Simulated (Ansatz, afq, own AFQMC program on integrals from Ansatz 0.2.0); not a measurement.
**Where AFQMC and coupled cluster stand for InH3⁺, doublet**

```xyz
4

In    0.0000   -0.0188    0.0006
H     0.0000    2.3330   -0.0684
H     0.0000   -0.1443   -1.6632
H     0.0000   -0.0483    1.6687
```

Basis def2-SVP with its core potentials. Only valence electrons are correlated. AFQMC by an in-house program on the Cholesky factors that Ansatz 0.2.0 writes for its CCSD(T) run. The CISD trial takes its coefficients from CCSD amplitudes. Released means that phaseless walkers are propagated on without the constraint, phases kept. Free AFQMC starts from the CCSD state and is never constrained. Its projection time is finite, and what remains of the start isn't in its error. Uncertainties: one standard error, sampling alone. No spin–orbit coupling.

Determinant: UHF, the one that the program's search chose, which needn't be the lowest solution. The geometry is a point of a scan.

Full CI on the same integrals is exact in this basis and with this determinant's frozen core.

Cautions: no spin-orbit coupling; inner d shell frozen.

```
T1 diagnostic                               : 0.0126
weight of the determinant in the CISD state : 0.951
⟨S²⟩ of the determinant                     : 0.752
size of the correlated space                : 5 electrons in 32 orbitals
```

| level | correlation energy (eV) |
| --- | --- |
| MP2 | -1.2869 |
| CCSD | -1.7278 |
| CCSD(T) | -1.7469 |

Problem. Estimate where free-projection AFQMC lies against CCSD(T) on the same integrals.

Solution. 0.33 ± 0.01 mEh below CCSD(T).

Reference: full CI, correlation energy -1.756 eV. The released energy is read at 2.40 1/Eh (meV from the phaseless value at times in 1/Eh: -0.4 ± 0.6 at 0.24, -0.8 ± 0.4 at 0.51, -1.2 ± 0.4 at 0.99, -1.3 ± 0.3 at 1.62, -1.6 ± 0.3 at 2.40).

```tsv
level	E − E(reference) (mEh)	share of correlation (%)
CCSD(T)	0.32	99.50
CCSDT	0.03	99.96
CCSDT(Q)	0.01	99.99
CCSDTQ	0.00	100.00
ph-AFQMC/HF	-0.19 ± 0.40	100.30
ph-AFQMC/CISD	0.05 ± 0.02	99.92
released AFQMC	-0.01 ± 0.01	100.02
free AFQMC	-0.01 ± 0.01	100.01
```

CCSDT and higher add their correlation energy to the determinant of the CCSD(T) run, since their own runs factorise the integrals more tightly (a shift of under 2 meV). Free projections are given only where their last times agree within the noise and don't stop above the reference; a slow remainder of the start can still hide under it. A walk keeps the symmetry of its determinant, which the program's search chose and which needn't be the lowest solution, so a lower state of the same spin and another symmetry isn't excluded. Released energies are given only where the last usable release times agree within the noise; a slower fall can still hide under it.
